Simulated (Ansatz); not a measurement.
Compare A (`COC1C=CO1`) with its isomer B (`C=C(O)CC=O`).

Computed with Ansatz on PBE0-D4/def2-TZVP structures; ΔE is electronic, products minus reactants. CBS: MP2 limit from def2 TZ/QZ plus the TZ coupled-cluster correction, frozen cores. DFT in def2-TZVPP. B3LYP here is the variant with VWN-RPA as its local correlation; programs differ in this. One conformer a species, not always the lowest.

Which is lower in electronic energy at CCSD(T)/CBS, and by how much? (An estimate is asked.)

Computed: B, by 146.2 kJ/mol.

Give E(B) − E(A) in kJ/mol with ωB97M-V, B3LYP-D4, HF/def2-TZVPP, CCSD/def2-TZVPP, B3LYP, PBE0-D4, r2SCAN-D4. (Best estimate.)

Computed: ωB97M-V -144.8, B3LYP-D4 -154.9, HF/def2-TZVPP -167.6, CCSD/def2-TZVPP -149.1, B3LYP -154.4, PBE0-D4 -140.2, r2SCAN-D4 -146.2. None reverses the order clearly.

Largest T1 diagnostic: 0.014.

In def2-TZVPP, CCSD(T) changes the Hartree–Fock value by +21.2 kJ/mol (the triples alone add +2.8 kJ/mol) and MP2 by +21.5 kJ/mol.
